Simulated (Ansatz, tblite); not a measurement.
# The cluster Bi3−: rung by rung

An exercise on one series of results from a longer session: the logs are not shown, and one member is left open.

Method: as each input shows; program: Ansatz 0.2.0, Gaussian basis.

Levels to be run: GFN1-xTB, GFN2-xTB, PBE-D4/def2-TZVPD, r2SCAN-D4/def2-TZVPD, ωB97X-V/def2-TZVPD, CAM-B3LYP-D4/def2-TZVPD, ωB97M-V/def2-TZVPD, LC-ωPBE/def2-TZVPD, BLYP-D4/def2-TZVPD, PBE+5HF/def2-TZVPD, PBE+10HF/def2-TZVPD, PBE+15HF/def2-TZVPD, PBE+35HF/def2-TZVPD, PBE+50HF/def2-TZVPD, PBE-D4/def2-SVPD, PBE0-D4/def2-SVPD, CCSD(T)/def2-TZVPPD, MP2/def2-TZVPD, RPA/def2-TZVPD.

1 further run of the same task is left out (set aside as unsound or not needed).

## The relaxed structure

The singlet was relaxed beforehand with r2SCAN-D4/def2-SVPD. At that level it is the lowest of the isomers that a small search found.

3 atoms, charge -1, spin multiplicity 1.

Bond lengths: Bi1–Bi2 3.252 Å, Bi1–Bi3 2.855 Å, Bi2–Bi3 2.855 Å. Angles: Bi2–Bi1–Bi3 55.3°, Bi1–Bi2–Bi3 55.3°, Bi1–Bi3–Bi2 69.4°.

Coordinates:

```xyz
3
Bi3
Bi   -1.0225   -0.1160    1.4823
Bi    0.5692   -1.3268   -1.0826
Bi    0.4533    1.4428   -0.3997
```

Bi takes a core potential in the def2 sets. No spin-orbit coupling is included. The ion is computed in the gas phase, without counter-ions or solvent.

PBE0-D4/def2-TZVPD was run before; its log isn't repeated, and its numbers join the tables.

Set-up of the first run:

Tight binding, by tblite at 300 K electronic temperature and without a spin-polarisation term:

```python
tblite.interface.Calculator('GFN1-xTB', numbers, positions, charge=-1, uhf=0).singlepoint()
```

Tight binding, by tblite at 300 K electronic temperature and without a spin-polarisation term:

```python
tblite.interface.Calculator('GFN2-xTB', numbers, positions, charge=-1, uhf=0).singlepoint()
```

start.molden holds the orbitals of an earlier run on this state, given as this run's starting guess.

File in.yaml:

```yaml
crystal:
  periodic: [false, false, false]
  atoms:
    - {symbol: Bi, position_ang: [-1.022549, -0.116049, 1.482342]}
    - {symbol: Bi, position_ang: [0.569248, -1.326764, -1.082597]}
    - {symbol: Bi, position_ang: [0.453291, 1.442813, -0.399735]}
basis:
  gaussian: {orbitals: def2-TZVPD, initial_orbitals: start.molden}
total_charge: -1
hamiltonian: {xc: pbe, dispersion: d4}
scf: {omitted_lower_state_checks: [starts]}
output: {orbitals: {seedname: orbitals}}
```

Run with:

```bash
ansatz run in.yaml --threads 4 --pin off --events-out ev --progress --plain --max-ram 3916MiB
```

Steps of the session up to this table: PBE-D4/def2-TZVPD; r2SCAN-D4/def2-TZVPD; ωB97X-V/def2-TZVPD; CAM-B3LYP-D4/def2-TZVPD; ωB97M-V/def2-TZVPD; LC-ωPBE/def2-TZVPD; BLYP-D4/def2-TZVPD; PBE+5HF/def2-TZVPD; PBE+10HF/def2-TZVPD; PBE+15HF/def2-TZVPD; PBE+35HF/def2-TZVPD; PBE+50HF/def2-TZVPD; PBE-D4/def2-SVPD; PBE0-D4/def2-SVPD; CCSD(T)/def2-TZVPPD; MP2/def2-TZVPD; RPA/def2-TZVPD.

One of the session's tables, all rows but one given; the rest of the session is left out.

```
                  level  LUMO (eV)  gap (eV)
       PBE-D4/def2-SVPD       1.03      0.16
      PBE-D4/def2-TZVPD       0.84      0.17
     BLYP-D4/def2-TZVPD       0.96      0.16
   r2SCAN-D4/def2-TZVPD       0.80      0.25
      PBE0-D4/def2-SVPD       1.44      1.23
     PBE0-D4/def2-TZVPD       1.27      1.23
CAM-B3LYP-D4/def2-TZVPD       2.01      2.84
     LC-ωPBE/def2-TZVPD       2.73      4.47
     ωB97X-V/def2-TZVPD       2.73      4.30
     ωB97M-V/def2-TZVPD       2.64      4.21
     PBE+5HF/def2-TZVPD       0.93      0.38
    PBE+10HF/def2-TZVPD       1.01      0.59
    PBE+15HF/def2-TZVPD          ?         ?
    PBE+35HF/def2-TZVPD       1.45      1.66
    PBE+50HF/def2-TZVPD       1.72      2.33
```

Estimate the missing values for PBE+15HF/def2-TZVPD.

The run gave: LUMO (eV): 1.10; gap (eV): 0.80. In the column «LUMO (eV)» it lies between PBE-D4/def2-SVPD (1.03) and PBE0-D4/def2-TZVPD (1.27).
